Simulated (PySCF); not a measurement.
# TDDFT excited states: C5H11N

Compound: C5H11N.
Structure used (PBE0-D3(BJ)/def2-SVP), in Å, numbered top down from 1:
```xyz
17
C5H11N angstrom
C      1.8654   -1.3189   -0.0546
C      0.9991   -0.4605   -0.5920
C      0.0748    0.4389    0.1820
C      0.4947    1.8953    0.0141
N     -1.2837    0.2773   -0.2998
C     -1.8898   -0.9916    0.0198
H      2.5334   -1.9251   -0.6719
H      1.9399   -1.4449    1.0307
H      0.9266   -0.3569   -1.6822
H      0.1694    0.1715    1.2603
H      0.4352    2.1888   -1.0451
H     -0.1687    2.5609    0.5905
H      1.5238    2.0506    0.3663
H     -1.8584    1.0410    0.0467
H     -1.3193   -1.8078   -0.4499
H     -2.9132   -1.0321   -0.3823
H     -1.9382   -1.2166    1.1081
```

Level of theory: TDDFT PBE0/def2-SVPD, vertical, gas phase, core orbitals frozen in the response in PySCF 2.14.0, density-fitted response routines.

Task: List the vertical singlet excitations with oscillator strengths and describe the spectrum.

Result: 

```
state  E (eV)  E (hartree)       f  |μ| (D)  main configurations (H = HOMO, L = LUMO)
   S1    5.51       0.2026  0.0040     0.44                                 H→L (99%)
   S2    6.07       0.2231  0.0040     0.42                               H→L+1 (92%)
   S3    6.82       0.2507   0.030     1.08                  H→L+2 (84%), H→L+3 (11%)
   S4    6.98       0.2567   0.026     0.99                  H→L+3 (76%), H→L+4 (13%)
   S5    7.00       0.2573   0.035     1.15                               H→L+4 (81%)
   S6    7.34       0.2696   0.050     1.33                             H-1→L+1 (81%)
```

The lowest singlet comes at 225 nm (532 kJ/mol) in the ultraviolet; it is very weak; its leading configuration is HOMO→LUMO (99%). The strongest level in the table is S6 at 7.34 eV (169 nm, f = 0.050). It is the last of those listed, so stronger ones may follow. Löwdin shares by element: HOMO nitrogen 58%, carbon 20% or more, hydrogen 6% or more (atoms not listed hold the other 16%); LUMO carbon 68% or more, hydrogen 12% or more (atoms not listed hold the other 20%). The oscillator strengths of these states sum to 0.148; summed over the whole spectrum of an exact calculation they would give the number of electrons, 48 (Thomas–Reiche–Kuhn). The listed states span 1.82 eV, and the widest gap between neighbours is 0.75 eV (S2 to S3). Weighted by f, the mean energy of these states is 7.01 eV. The window holds the lowest 6 singlets.

One conformer stands for the species.
